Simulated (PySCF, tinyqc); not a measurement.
Inside a calculation. Method: coupled-perturbed Hartree-Fock on RHF in the sto-3g basis, for BH, spin multiplicity 1. The lowest restricted solution is unstable here: a spin-polarised one lies 0.0124 hartree lower (PySCF). Computed by tinyqc, a small Python program that keeps every step (integrals from PySCF). Settings: charge = 0, multiplicity = 1, basis = sto-3g, method = RHF, energy threshold = 1e-10, iteration cap = 85, orthogonalisation = symmetric, start = atomic densities, DIIS depth = 6. Command: `OMP_NUM_THREADS=1 python tinyqc.py 22509 22510 out.jsonl` (the two numbers bound the seeds that draw the settings). One thread of a shared host (Intel(R) Xeon(R) Processor @ 2.60GHz), about 0.2 s of CPU time with the checks. The early iterations of the SCF are left out here.

## One-electron integrals

Geometry (angstrom):
```
atom         x         y         z
B     0.000000  0.000000  0.000000
H     0.000000  0.000000  1.155000
```

Basis sto-3g: exponents (1/bohr^2) and contraction coefficients of normalised primitives:
```
element  l (shell)   exponent  coefficient
B            s (1)  48.791113     0.154329
B            s (1)   8.887362     0.535328
B            s (1)   2.405267     0.444635
B            s (2)   2.236956    -0.099967
B            s (2)   0.519821     0.399513
B            s (2)   0.169062     0.700115
B            p (3)   2.236956     0.155916
B            p (3)   0.519821     0.607684
B            p (3)   0.169062     0.391957
H            s (1)   3.425251     0.154329
H            s (1)   0.623914     0.535328
H            s (1)   0.168855     0.444635
```

Overlap, kinetic and nuclear-attraction integrals over the contracted functions; the nuclear repulsion is the sum of Za Zb / Rab.

nuclear repulsion = 2.29081044 hartree

overlap S:
```
           1B 1s     1B 2s    1B 2px    1B 2py    1B 2pz     2H 1s
1B 1s   1.000000  0.269328  0.000000  0.000000  0.000000  0.072033
1B 2s   0.269328  1.000000  0.000000  0.000000  0.000000  0.494073
1B 2px  0.000000  0.000000  1.000000  0.000000  0.000000  0.000000
1B 2py  0.000000  0.000000  0.000000  1.000000  0.000000  0.000000
1B 2pz  0.000000  0.000000  0.000000  0.000000  1.000000  0.499733
2H 1s   0.072033  0.494073  0.000000  0.000000  0.499733  1.000000
```

kinetic energy T (hartree):
```
            1B 1s      1B 2s    1B 2px    1B 2py    1B 2pz      2H 1s
1B 1s   10.826302  -0.047967  0.000000  0.000000  0.000000  -0.013666
1B 2s   -0.047967   0.359168  0.000000  0.000000  0.000000   0.097398
1B 2px   0.000000   0.000000  1.123881  0.000000  0.000000   0.000000
1B 2py   0.000000   0.000000  0.000000  1.123881  0.000000   0.000000
1B 2pz   0.000000   0.000000  0.000000  0.000000  1.123881   0.247956
2H 1s   -0.013666   0.097398  0.000000  0.000000  0.247956   0.760032
```

nuclear attraction V (hartree):
```
             1B 1s      1B 2s     1B 2px     1B 2py     1B 2pz      2H 1s
1B 1s   -23.605550  -3.262758   0.000000   0.000000  -0.019726  -0.883944
1B 2s    -3.262758  -4.211224   0.000000   0.000000  -0.168200  -1.902109
1B 2px    0.000000   0.000000  -4.138519   0.000000   0.000000   0.000000
1B 2py    0.000000   0.000000   0.000000  -4.138519   0.000000   0.000000
1B 2pz   -0.019726  -0.168200   0.000000   0.000000  -4.266248  -1.858256
2H 1s    -0.883944  -1.902109   0.000000   0.000000  -1.858256  -3.479220
```

core Hamiltonian H = T + V (hartree):
```
             1B 1s      1B 2s     1B 2px     1B 2py     1B 2pz      2H 1s
1B 1s   -12.779248  -3.310725   0.000000   0.000000  -0.019726  -0.897610
1B 2s    -3.310725  -3.852056   0.000000   0.000000  -0.168200  -1.804710
1B 2px    0.000000   0.000000  -3.014639   0.000000   0.000000   0.000000
1B 2py    0.000000   0.000000   0.000000  -3.014639   0.000000   0.000000
1B 2pz   -0.019726  -0.168200   0.000000   0.000000  -3.142368  -1.610300
2H 1s    -0.897610  -1.804710   0.000000   0.000000  -1.610300  -2.719189
```

## Two-electron integrals

Functions are numbered as in S; the eight-fold symmetry (ij|kl) = (ji|kl) = (kl|ij) leaves the list below.

Two-electron integrals (ij|kl) in chemists' order, unique and non-zero (hartree):
```
(11|11) 2.923513   (21|11) 0.518376   (21|21) 0.109262   (22|11) 0.744229
(22|21) 0.193177   (22|22) 0.544804   (31|31) 0.020264   (32|31) 0.029996
(32|32) 0.120346   (33|11) 0.742491   (33|21) 0.193240   (33|22) 0.544682
(33|33) 0.586773   (41|41) 0.020264   (42|41) 0.029996   (42|42) 0.120346
(43|43) 0.031630   (44|11) 0.742491   (44|21) 0.193240   (44|22) 0.544682
(44|33) 0.523513   (44|44) 0.586773   (51|51) 0.020264   (52|51) 0.029996
(52|52) 0.120346   (53|53) 0.031630   (54|54) 0.031630   (55|11) 0.742491
(55|21) 0.193240   (55|22) 0.544682   (55|33) 0.523513   (55|44) 0.523513
(55|55) 0.586773   (61|11) 0.138632   (61|21) 0.029096   (61|22) 0.051525
(61|33) 0.051270   (61|44) 0.051270   (61|51) 0.002148   (61|52) 0.003912
(61|55) 0.052064   (61|61) 0.008001   (62|11) 0.300864   (62|21) 0.079119
(62|22) 0.241545   (62|33) 0.234983   (62|44) 0.234983   (62|51) 0.008731
(62|52) 0.050669   (62|55) 0.254455   (62|61) 0.022442   (62|62) 0.141367
(63|31) 0.008367   (63|32) 0.037879   (63|53) 0.009767   (63|63) 0.016688
(64|41) 0.008367   (64|42) 0.037879   (64|54) 0.009767   (64|64) 0.016688
(65|11) 0.269458   (65|21) 0.071862   (65|22) 0.231562   (65|33) 0.219190
(65|44) 0.219190   (65|51) 0.015304   (65|52) 0.082739   (65|55) 0.256067
(65|61) 0.021505   (65|62) 0.159203   (65|65) 0.192325   (66|11) 0.449716
(66|21) 0.120519   (66|22) 0.413190   (66|33) 0.388378   (66|44) 0.388378
(66|51) 0.017275   (66|52) 0.129175   (66|55) 0.462407   (66|61) 0.035020
(66|62) 0.299270   (66|65) 0.368157   (66|66) 0.774606
```

## Orthogonalisation

S = U s U^T; symmetric (Loewdin) form X = U s^(-1/2) U^T, so that X^T S X = 1.

eigenvalues of S: 0.286474  0.796159  1.000000  1.000000  1.165695  1.751671

X:
```
            1B 1s      1B 2s    1B 2px    1B 2py     1B 2pz      2H 1s
1B 1s    1.030372  -0.155475  0.000000  0.000000  -0.014078   0.028263
1B 2s   -0.155475   1.184991  0.000000  0.000000   0.154338  -0.384255
1B 2px   0.000000   0.000000  1.000000  0.000000   0.000000   0.000000
1B 2py   0.000000   0.000000  0.000000  1.000000   0.000000   0.000000
1B 2pz  -0.014078   0.154338  0.000000  0.000000   1.152462  -0.380983
2H 1s    0.028263  -0.384255  0.000000  0.000000  -0.380983   1.303023
```

## Iteration 7 (converged): orbitals

converged F (hartree):
```
            1B 1s      1B 2s    1B 2px    1B 2py     1B 2pz      2H 1s
1B 1s   -7.331041  -2.144103  0.000000  0.000000  -0.024050  -0.590436
1B 2s   -2.144103  -1.032486  0.000000  0.000000  -0.073328  -0.581692
1B 2px   0.000000   0.000000  0.270268  0.000000   0.000000   0.000000
1B 2py   0.000000   0.000000  0.000000  0.270268   0.000000   0.000000
1B 2pz  -0.024050  -0.073328  0.000000  0.000000  -0.150504  -0.428436
2H 1s   -0.590436  -0.581692  0.000000  0.000000  -0.428436  -0.453141
```

Diagonalise F' = X^T F X, C = X C', fill 3 alpha and 3 beta electrons from the bottom; D = 2 C_occ C_occ^T. Each column has its largest component positive (the first on a tie).

F' = X^T F X (hartree):
```
           1          2         3         4          5          6
1  -7.150068  -1.122811  0.000000  0.000000  -0.043724  -0.086190
2  -1.122811  -0.423143  0.000000  0.000000   0.165570  -0.432815
3   0.000000   0.000000  0.270268  0.000000   0.000000   0.000000
4   0.000000   0.000000  0.000000  0.270268   0.000000   0.000000
5  -0.043724   0.165570  0.000000  0.000000   0.130597  -0.520408
6  -0.086190  -0.432815  0.000000  0.000000  -0.520408   0.040482
```

orbital energies (hartree): MO1 -7.335878, MO2 -0.596681, MO3 -0.244999, MO4 0.270268, MO5 0.270268, MO6 0.775427

coefficients C:
```
              MO1        MO2        MO3       MO4        MO5        MO6
1B 1s    0.992043  -0.204750  -0.204626  0.000000   0.000000   0.137448
1B 2s    0.030375   0.547677   0.802691  0.000000   0.000000  -0.809112
1B 2px   0.000000   0.000000   0.000000  0.457436   0.889243   0.000000
1B 2py   0.000000   0.000000   0.000000  0.889243  -0.457436   0.000000
1B 2pz   0.007174   0.232024  -0.582967  0.000000   0.000000  -1.050523
2H 1s   -0.007865   0.524267  -0.356292  0.000000   0.000000   1.260795
```

D after iteration 7:
```
            1B 1s      1B 2s    1B 2px    1B 2py     1B 2pz      2H 1s
1B 1s    2.135886  -0.492509  0.000000  0.000000   0.157800  -0.084479
1B 2s   -0.492509   1.890371  0.000000  0.000000  -0.681299   0.001796
1B 2px   0.000000   0.000000  0.000000  0.000000   0.000000   0.000000
1B 2py   0.000000   0.000000  0.000000  0.000000   0.000000   0.000000
1B 2pz   0.157800  -0.681299  0.000000  0.000000   0.787474   0.658585
2H 1s   -0.084479   0.001796  0.000000  0.000000   0.658585   0.803724
```

Within a degenerate level the vectors are fixed only up to a rotation; this is one choice.

## Convergence

Stop when the energy changes by less than 1e-10 hartree and every element of the error matrix X^T (F D S - S D F) X is below 3e-06.

Course of the cycle:
```
iteration   E (hartree)     change  largest element of the error matrix
1          -24.76690983          -                             6.27e-01
2          -24.74428590   2.26e-02                             9.01e-02
3          -24.75077245  -6.49e-03                             1.42e-02
4          -24.75105236  -2.80e-04                             2.17e-03
5          -24.75105789  -5.54e-06                             3.10e-05
6          -24.75105790  -8.21e-10                             1.36e-06
7          -24.75105790  -1.67e-12                             7.39e-09
```

PySCF RHF in the same basis = -24.75105790 hartree

Converged in 7 iterations.

## Integrals over molecular orbitals

(pq|rs) = sum C_ip C_jq C_kr C_ls (ij|kl), one index at a time.

one-electron integrals over orbitals h = C^T H C (hartree):
```
            1          2          3          4          5          6
1  -12.765398   0.260703   0.246919   0.000000   0.000000  -0.156898
2    0.260703  -3.141512  -0.110978   0.000000   0.000000   0.463187
3    0.246919  -0.110978  -2.957400   0.000000   0.000000  -0.185624
4    0.000000   0.000000   0.000000  -3.014639   0.000000   0.000000
5    0.000000   0.000000   0.000000   0.000000  -3.014639   0.000000
6   -0.156898   0.463187  -0.185624   0.000000   0.000000  -2.460807
```

Two-electron integrals over orbitals (pq|rs), unique and non-zero (hartree):
```
(11|11) 2.890303    (21|11) -0.225157   (21|21) 0.029334    (22|11) 0.601460
(22|21) 0.000070    (22|22) 0.601446    (31|11) -0.219123   (31|21) 0.023050
(31|22) -0.020155   (31|31) 0.034873    (32|11) 0.080014    (32|21) -0.008140
(32|22) -0.074118   (32|31) 0.002970    (32|32) 0.058687    (33|11) 0.700252
(33|21) -0.016323   (33|22) 0.414243    (33|31) 0.004374    (33|32) 0.048118
(33|33) 0.576971    (41|41) 0.021714    (42|41) 0.018805    (42|42) 0.058842
(43|41) 0.018861    (43|42) 0.042537    (43|43) 0.065014    (44|11) 0.741984
(44|21) -0.008792   (44|22) 0.463357    (44|31) -0.007489   (44|32) 0.039948
(44|33) 0.509897    (44|44) 0.586773    (51|51) 0.021714    (52|51) 0.018805
(52|52) 0.058842    (53|51) 0.018861    (53|52) 0.042537    (53|53) 0.065014
(54|54) 0.031630    (55|11) 0.741984    (55|21) -0.008792   (55|22) 0.463357
(55|31) -0.007489   (55|32) 0.039948    (55|33) 0.509897    (55|44) 0.523513
(55|55) 0.586773    (61|11) 0.146090    (61|21) -0.024018   (61|22) -0.013464
(61|31) -0.005815   (61|32) 0.011820    (61|33) 0.024241    (61|44) 0.004117
(61|55) 0.004117    (61|61) 0.030114    (62|11) -0.185848   (62|21) 0.003427
(62|22) 0.009759    (62|31) 0.011110    (62|32) -0.051459   (62|33) -0.037908
(62|44) -0.090151   (62|55) -0.090151   (62|61) 0.004441    (62|62) 0.122440
(63|11) 0.081448    (63|21) -0.004468   (63|22) -0.055918   (63|31) 0.007321
(63|32) 0.049453    (63|33) 0.077289    (63|44) 0.035573    (63|55) 0.035573
(63|61) 0.010964    (63|62) -0.051285   (63|63) 0.070503    (64|41) -0.012233
(64|42) -0.037342   (64|43) -0.015418   (64|64) 0.033676    (65|51) -0.012233
(65|52) -0.037342   (65|53) -0.015418   (65|65) 0.033676    (66|11) 0.681436
(66|21) -0.004102   (66|22) 0.590349    (66|31) -0.019520   (66|32) -0.062179
(66|33) 0.457860    (66|44) 0.480459    (66|55) 0.480459    (66|61) -0.008499
(66|62) 0.019811    (66|63) -0.042092   (66|66) 0.621450
```

## Response to a field: uncoupled start

dipole integrals <a|z|i> (bohr):
```
           i1        i2         i3
a4   0.000000  0.000000   0.000000
a5   0.000000  0.000000   0.000000
a6  -0.094206  0.643927  -0.872977
```

Field along z; U_ai = -mu_ai / (e_a - e_i), alpha = -4 sum U_ai mu_ai.

uncoupled U:
```
          i1         i2        i3
a4  0.000000   0.000000  0.000000
a5  0.000000   0.000000  0.000000
a6  0.011614  -0.469298  0.855502
```

uncoupled polarisability = 4.200485 bohr^3

## Coupled step 1

U_ai = -(mu_ai + sum_bj [4 (ai|bj) - (ab|ij) - (aj|bi)] U_bj) / (e_a - e_i); alpha = -4 sum U_ai mu_ai.

U after step 1:
```
          i1         i2        i3
a4  0.000000   0.000000  0.000000
a5  0.000000   0.000000  0.000000
a6  0.007941  -0.488567  1.019279
```

polarisability = 4.820629 bohr^3

## Coupled step 2

As before.

U after step 2:
```
          i1         i2        i3
a4  0.000000   0.000000  0.000000
a5  0.000000   0.000000  0.000000
a6  0.006656  -0.480710  1.057276
```

polarisability = 4.932588 bohr^3

## Coupled polarisability

Repeat until U stops changing; compare with -d2E/dF2.

Course of the coupled iterations:
```
step  alpha (bohr^3)
0           4.200485
1           4.820629
2           4.932588
3           4.957311
4           4.963596
5           4.965319
6           4.965807
7           4.965948
8           4.965988
9           4.966000
10          4.966004
11          4.966005
12          4.966005
13          4.966005
14          4.966005
15          4.966005
```

coupled polarisability = 4.966005 bohr^3

finite-field check, fields of +/-0.001 au = 4.966010 bohr^3
